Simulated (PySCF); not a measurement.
propyne (C3H4), SMILES CC#C.

Coordinates come from a B3LYP-D3(BJ)/def2-TZVP optimisation.

All values below come from PySCF with PBE/def2-TZVPD.

Symmetry labels are those of the subgroup Cs that the program uses (full group C3v).

Question: List the valence orbital energies around the gap with their symmetry. (The exact figures need the calculation; the answer reports its results.)

Answer: 
```
orbital  symmetry  energy (eV)
-------  --------  -----------
HOMO−7         A'       -19.33
HOMO−6         A'       -17.29
HOMO−5         A'       -12.94
HOMO−4         A'       -11.12
HOMO−3         A"       -10.60
HOMO−2         A'       -10.60
HOMO−1         A'        -6.51
HOMO           A"        -6.51
LUMO           A'        -0.18
LUMO+1         A"         0.18
LUMO+2         A'         0.18
LUMO+3         A'         0.76
```
